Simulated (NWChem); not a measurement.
methanol (CH4O); SMILES CO

Program: NWChem. Each level has its own optimisation. Entropies are gas-phase, rigid-rotor, harmonic values for NWChem's default masses at 298.15 K and 1 bar, so the errors hold that model's part too (torsions, anharmonicity).

Measured entropy at 1 bar: 57.3 cal/(mol K) (CRC Handbook, as tabulated in the package chemicals).

| level | entropy at 1 bar (cal/(mol K)) | computed − measured |
|---|---|---|
| Hartree-Fock/STO-3G | 56.4 | -0.9 |
| Hartree-Fock/def2-SVP | 56.6 | -0.7 |
| Hartree-Fock/def2-SVPD | 56.8 | -0.5 |
| Hartree-Fock/def2-TZVP | 56.7 | -0.6 |
